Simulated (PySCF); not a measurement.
Molecule: SMILES C#CCC#N, C4H3N.

Bonds (- single, = double, # triple, : aromatic): C1#C2, C2-C3, C3-C4, C4#N5. C1 carries H6; C3 carries H7, H8.

Frames of a GFN2-xTB Langevin trajectory at 600 K; GIAO PBE0/pcSseg-1 shieldings in PySCF 2.14, gas phase, non-relativistic; equivalent atoms averaged within each frame.

References, each an isolated molecule treated in the same way: 13C (σref 186.93), 1H (σref 31.72) vs TMS; 15N (σref 267.73) vs NH3. The references are static minima.

How do the shifts (ppm) fluctuate along the trajectory?

Answers


```
         time (fs)     C4     C1    C2    C3     N5  H7/H8    H6
optimised geometry  118.3   79.6  77.0   8.8  302.5   3.24  1.67
               250  110.1   77.9  77.3   4.9  288.5   3.46  2.11
               425  128.4   89.6  95.8   9.1  332.5   3.06  3.03
               625  122.1  102.7  99.4   9.4  315.2   1.95  4.65
               800  127.1   86.9  86.4  17.7  332.1   5.13  1.14
              1000  122.0   90.2  87.2  10.8  302.9   2.76  2.30
    mean of frames  121.9   89.5  89.2  10.4  314.2   3.27  2.64
standard deviation    7.2    8.9   8.7   4.6   19.0   1.17  1.31
```

5 frames give an uncertainty of the mean of about the standard deviation over 2.2 at best, since frames this close in time may not be independent; classical motion lacks zero-point vibration, and the reference would need the same averaging.
